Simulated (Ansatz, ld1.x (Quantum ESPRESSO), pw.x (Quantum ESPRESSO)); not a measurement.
Equation-of-state test of one TM potential (rubidium)

* Element: rubidium
* Generator: ld1.x (Quantum ESPRESSO) 7.5
* Type: norm-conserving Troullier–Martins (Kleinman–Bylander form)
* Functional: PBE
* Relativity: scalar-relativistic
* Frozen core: [Kr]
* Valence charge: 1
* Reference configuration: 5s1 5p0
* Partial waves: 5s (bound): rc 4.20 bohr; 5p (bound, empty): rc 4.20 bohr; 4d channel at 0.15 Ry: rc 3.20 bohr
* Local potential: all-electron potential smoothed inside 2.50 bohr (lloc = -2)
* Core correction: none

Atomic tests: cutoffs needed: 6 Ry and 6 Ry (the cutoffs (Ry, on a coarse ladder) from which the occupation-weighted sum of valence levels, in a spherical-Bessel basis at the reference potential, stays within 10 and 1 mRy of its value at 400 Ry); ghost test: no extra level below or beside the all-electron valence levels (s, p, d, f tested) (spherical-Bessel basis up to 400 Ry, 20 bohr box); configuration tests: 1 of 2 tests not solved or not reliable.

Crystal test: bcc Rb in pw.x 7.5, no spin, 8³ k-points, Fermi–Dirac smearing 0.01 Ry, cutoffs 35/140 Ry. The lattice is a test structure that the element need not adopt, and mesh and smearing are coarse.

pw.x input:

```
&control
  calculation='scf', prefix='x', pseudo_dir='./', outdir='./tmp', tstress=.true., disk_io='low'
/
&system
  ibrav=0, nat=1, ntyp=1, ecutwfc=35, ecutrho=140, nbnd=7,
  occupations='smearing', smearing='fd', degauss=0.01
/
&electrons
  conv_thr=1e-09, mixing_beta=0.4, electron_maxstep=70
/
ATOMIC_SPECIES
Rb 1.0 Rb.UPF
CELL_PARAMETERS angstrom
  -2.84181503 2.84181503 2.84181503
  2.84181503 -2.84181503 2.84181503
  2.84181503 2.84181503 -2.84181503
ATOMIC_POSITIONS crystal
Rb 0.0000 0.0000 0.0000
K_POINTS automatic
8 8 8 0 0 0
```

```bash
pw.x < Rb.scf.in > Rb.scf.out
```

Question: How does the run end?

Answer: It converges; the pressure is 0.09 GPa against -0.00 GPa from all-electron LAPW. This is a poor potential for the solid. Atomic configuration tests: 1 of 2 tests not solved or not reliable. The logarithmic derivative shows an extra or strongly shifted pseudo pole above the reference energy (s near 0.04 Ry, p near 0.45 Ry). The log shows:

```
     number of electrons       =         1.00
     number of Kohn-Sham states=            7
     kinetic-energy cutoff     =      35.0000  Ry
     charge density cutoff     =     140.0000  Ry
     scf convergence threshold =      1.0E-09
     Exchange-correlation= PBE
     number of k points=    29  Fermi-Dirac smearing, width (Ry)=  0.0100
     iteration #  1     ecut=    35.00 Ry     beta= 0.40
     total energy              =      -0.35423521 Ry
     estimated scf accuracy    <       0.00033855 Ry
     iteration #  2     ecut=    35.00 Ry     beta= 0.40
     negative rho (up, down):  8.105E-06 0.000E+00
     total energy              =      -0.35441544 Ry
     estimated scf accuracy    <       0.00014474 Ry
     iteration #  3     ecut=    35.00 Ry     beta= 0.40
     negative rho (up, down):  1.367E-07 0.000E+00
     total energy              =      -0.35445287 Ry
     estimated scf accuracy    <       0.00000007 Ry
     iteration #  4     ecut=    35.00 Ry     beta= 0.40
     total energy              =      -0.35445401 Ry
     estimated scf accuracy    <       0.00000004 Ry
     iteration #  5     ecut=    35.00 Ry     beta= 0.40
     total energy              =      -0.35445453 Ry
     estimated scf accuracy    <       0.00000009 Ry
     iteration #  6     ecut=    35.00 Ry     beta= 0.40
     total energy              =      -0.35445465 Ry
     estimated scf accuracy    <          7.8E-09 Ry
     iteration #  7     ecut=    35.00 Ry     beta= 0.40
     the Fermi energy is    -0.3754 ev
!    total energy              =      -0.35445466 Ry
     estimated scf accuracy    <          8.8E-11 Ry
     smearing contrib. (-TS)   =      -0.00420342 Ry
     The total energy is F=E-TS. E is the sum of the following terms:
     one-electron contribution =       0.21870415 Ry
     hartree contribution      =       0.00153459 Ry
     xc contribution           =      -0.23165727 Ry
     ewald contribution        =      -0.33883270 Ry
     convergence has been achieved in   7 iterations
          total   stress  (Ry/bohr**3)                   (kbar)     P=        0.87
```
